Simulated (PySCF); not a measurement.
Species: disulfur monoxide, S₂O.
Atom-mapped SMILES: `[O:1]=[S:2]=[S:3]`

The calculation used core-valence-separated Tamm–Dancoff BHandHLYP/aug-pcX-1 (def2-SVPD on S) in PySCF, non-relativistic, gas phase, PBE0-D3(BJ)/def2-SVP geometry.

Computed oxygen K-edge spectrum, Gaussian lines of 0.6 eV full width, highest printed point 100; it ends one width below the last computed root. No empirical shift is added; at this level the pattern usually sits a few eV under experiment.

```
photon energy (eV)  absorption
             527.0           2
             527.2          14
             527.4          51
             527.6          97
             527.8         100
             528.0          56
             528.2          17
             528.4           3
             528.6           0
             528.8           0
             529.0           0
             529.2           0
             529.4           0
             529.6           0
             529.8           0
             530.0           0
             530.2           0
             530.4           0
             530.6           0
             530.8           0
             531.0           0
             531.2           0
             531.4           0
             531.6           2
             531.8          13
             532.0          47
             532.2          91
             532.4          96
             532.6          54
             532.8          17
             533.0           3
             533.2           0
             533.4           0
             533.6           2
             533.8          10
             534.0          25
             534.2          34
             534.4          26
             534.6          12
             534.8           8
             535.0          17
             535.2          27
             535.4          23
             535.6          10
             535.8           3
             536.0           3
             536.2           9
             536.4          16
             536.6          17
             536.8          10
```

Task: Assign the maxima to core holes.

Result: 5 maxima:
- 527.7 eV: O1 (oxygen bonded to S), 527.71 eV, f = 0.038, 1s→π*, 100 % of the height at the exact maximum
- 532.3 eV: O1 (oxygen bonded to S), 532.32 eV, f = 0.036, 100 % of the height at the exact maximum
- 534.2 eV: O1 (oxygen bonded to S), 534.21 eV, f = 0.012, 100 % of the height at the exact maximum
- 535.2 eV: O1 (oxygen bonded to S), 535.25 eV, f = 0.010, 100 % of the height at the exact maximum
- 536.5 eV: O1 (oxygen bonded to S), 536.59 eV, f = 0.003, 51 % of the height at the exact maximum; O1 (oxygen bonded to S), 536.43 eV, f = 0.002, 34 % of the height at the exact maximum; O1 (oxygen bonded to S), 536.50 eV, f = 0.001, 15 % of the height at the exact maximum

Roots within 0.03 eV on the same or equivalent atoms count as one line; shares under 12 % aren't listed.

Vibrational structure and lifetime widths aren't in the curve. The ionisation threshold wasn't computed; near and above it a finite basis only mimics Rydberg series and continuum.
